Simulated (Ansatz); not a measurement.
# MgNH2 radical (SMILES [NH2][Mg]): functionals against CCSD(T) at one geometry

One table from this session's results is given with a row withheld; the runs are named, their logs left out.

Method: single points in def2-TZVPP; program: Ansatz 0.2.0, Gaussian basis.

Correlated methods freeze the cores. The outer core shell of Li, Na, Mg and K is correlated. Orbitals are unrestricted.

### Where the work starts

SMILES `[NH2][Mg]`, 4 atoms, charge 0, spin multiplicity 2.

Atoms are counted from 1 here; the program's logs count them from 0.

Bond lengths: N1–Mg2 1.905 Å, N1–H3 0.981 Å, N1–H4 1.052 Å. Angles: Mg2–N1–H3 117.6°, Mg2–N1–H4 118.7°, H3–N1–H4 107.6°.

Geometry (Å):

```
N    -0.2056    0.1545    0.0034
Mg    1.4898   -0.1393    0.8206
H    -0.8759   -0.5578    0.0787
H    -0.2353    0.5163   -0.9839
```

The first run:

File run/in.yaml:

```yaml
crystal:
  periodic: [false, false, false]
  atoms:
    - {symbol: N, position_ang: [-0.205600, 0.154500, 0.003400]}
    - {symbol: Mg, position_ang: [1.489800, -0.139300, 0.820600]}
    - {symbol: H, position_ang: [-0.875900, -0.557800, 0.078700]}
    - {symbol: H, position_ang: [-0.235300, 0.516300, -0.983900]}
basis:
  gaussian: {orbitals: def2-TZVPP}
magnetization: {spin_polarized: true, initial_magnetization: 1}
correlation: {method: ccsd_t}
scf: {omitted_lower_state_checks: [cluster_reference]}
output: {forces: true}
```

On the command line:

```sh
$ ansatz run in.yaml --threads 4 --pin off --events-out ev --progress --plain --max-ram 5222MiB
```

Steps of the session up to this table: CCSD(T)/def2-TZVPP; PBE0-D4/def2-TZVPP; wB97M-V/def2-TZVPP; r2SCAN-D4/def2-TZVPP; PBE-D4/def2-TZVPP; BHLYP-D4/def2-TZVPP; BLYP-D4/def2-TZVPP.

One table of the session follows, with a row left open; its other results are not shown here.

| method | RMS force component (eV/Å) | angle to CCSD(T) forces (°) | dipole (D) |
| --- | --- | --- | --- |
| CCSD(T) | 0.960 | reference | 1.31 |
| PBE0-D4 | 0.964 | 2.4 | 1.25 |
| wB97M-V | 0.958 | 3.1 | 1.54 |
| r2SCAN-D4 | 0.956 | 0.6 | 1.20 |
| PBE-D4 | ? | ? | ? |
| BHLYP-D4 | 0.969 | 12.8 | 1.46 |
| BLYP-D4 | 0.967 | 11.6 | 1.15 |

Estimate the missing values for PBE-D4.

**Answer.** RMS force component (eV/Å): 0.980; angle to CCSD(T) forces (°): 10.4; dipole (D): 1.07. In the column «RMS force component (eV/Å)» it is the highest.
